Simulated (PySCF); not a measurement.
# 2,3-dihydro-5-methylfuran, C₅H₈O

Geometry:
```tsv
atom	x (Å)	y (Å)	z (Å)
C1	2.133	-0.075	0.037
C2	0.654	-0.013	-0.059
C3	-0.148	0.746	-0.816
C4	-1.579	0.392	-0.525
C5	-1.409	-0.690	0.562
O6	-0.005	-0.877	0.757
H7	2.599	0.663	-0.627
H8	2.457	0.115	1.073
H9	2.492	-1.080	-0.234
H10	0.185	1.494	-1.534
H11	-2.108	0.006	-1.414
H12	-2.166	1.253	-0.161
H13	-1.846	-1.659	0.273
H14	-1.852	-0.394	1.526
```

Method: TDDFT CAM-B3LYP/def2-TZVPD excited states, vertical, gas phase (PySCF 2.14.0). Geometry: PBE0-D3(BJ)/def2-SVP.

Problem. How strongly do the lowest singlets absorb one photon, and two photons of half the energy?

Solution. δ for parallel linear polarisation; σ at the peak of a Lorentzian of half width 0.1 eV, single beam; Ω is circular over linear.
| state | E (eV) | f | photon λ (nm) | δ (au) | σ (GM) | Ω | main |
| --- | --- | --- | --- | --- | --- | --- | --- |
| S1 | 5.28 | 0.006 | 470 | 10.2 | 0.10 | 1.47 | HOMO→LUMO 0.92 |
| S2 | 6.02 | 0.000 | 412 | 34.5 | 0.46 | 1.50 | HOMO→LUMO+1 0.94 |
| S3 | 6.20 | 0.001 | 400 | 21.8 | 0.31 | 1.50 | HOMO→LUMO+2 0.92 |
| S4 | 6.21 | 0.222 | 399 | 12.5 | 0.18 | 1.23 | HOMO→LUMO+3 0.94 |
| S5 | 6.50 | 0.002 | 381 | 78.3 | 1.21 | 1.50 | HOMO→LUMO+4 0.96 |
| S6 | 6.85 | 0.000 | 362 | 0.22 | 0.00 | 1.13 | HOMO→LUMO+6 0.68, HOMO→LUMO+7 0.16 |

Among these, the strongest one-photon state is S4, the strongest two-photon state S5, with a dipole change of 4.5 D (relaxed, norm of the difference vector).
